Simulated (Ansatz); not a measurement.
C3H6O3 can be A, `O=C(O)CCO`, or B, `COCC(=O)O`.

Gas-phase electronic energies from Ansatz, PBE0-D4/def2-TZVP geometries. CCSD(T)/CBS adds triple-zeta CCSD(T) − MP2 to the extrapolated MP2 energy (def2 sets, frozen cores). Functionals use def2-TZVPP. B3LYP here is the variant with VWN-RPA as its local correlation; programs differ in this. Each species was taken in one conformer, which may not be the lowest.

A:

Z-matrix (Å, degrees):
```
C
C 1 1.508
C 1 1.504 2 111.9
H 1 1.091 2 110.7 3 -122.8
H 1 1.096 2 110.2 3 118.9
O 2 1.413 1 107.7 3 71.8
H 2 1.098 1 109.5 3 -167.7
H 2 1.095 1 109.1 3 -49.1
O 3 1.343 1 112.0 2 -152.6
O 3 1.201 1 125.4 2 29.3
H 6 0.959 2 108.9 1 -154.5
H 9 0.968 3 106.5 1 -178.0
```

B:

Z-matrix (Å, degrees):
```
C
O 1 1.407
H 1 1.089 2 107.1
H 1 1.098 2 111.0 3 118.9
H 1 1.096 2 111.8 3 -119.1
C 2 1.388 1 113.5 3 -176.5
C 6 1.517 2 116.7 1 -76.2
H 6 1.094 2 107.6 1 164.9
H 6 1.099 2 112.5 1 47.3
O 7 1.200 6 122.8 2 171.3
O 7 1.338 6 113.8 2 -10.2
H 11 0.968 7 106.2 6 -178.5
```

Problem. Which is lower in electronic energy at CCSD(T)/CBS, and by how much? (An estimate is asked.)

Solution. Ansatz gave: A, by 58.4 kJ/mol.

Problem. Give E(B) − E(A) in kJ/mol with B3LYP, MP2/def2-TZVPP, CCSD/def2-TZVPP, CCSD(T)/def2-TZVPP, ωB97M-V, B2PLYP, HF/def2-TZVPP. (Best estimate.)

Solution. The calculation gave: B3LYP 49.1, MP2/def2-TZVPP 59.8, CCSD/def2-TZVPP 56.2, CCSD(T)/def2-TZVPP 55.7, ωB97M-V 54.6, B2PLYP 52.5, HF/def2-TZVPP 50.2. None reverses the order clearly.

Largest T1 diagnostic: 0.014.

From PBE to PBE0 (25 % exact exchange), in def2-TZVPP and without D4, E(B) − E(A) moves by +3.4 kJ/mol. In def2-TZVPP, CCSD(T) changes the Hartree–Fock value by +5.5 kJ/mol (the triples alone add −0.5 kJ/mol) and MP2 by +9.6 kJ/mol.
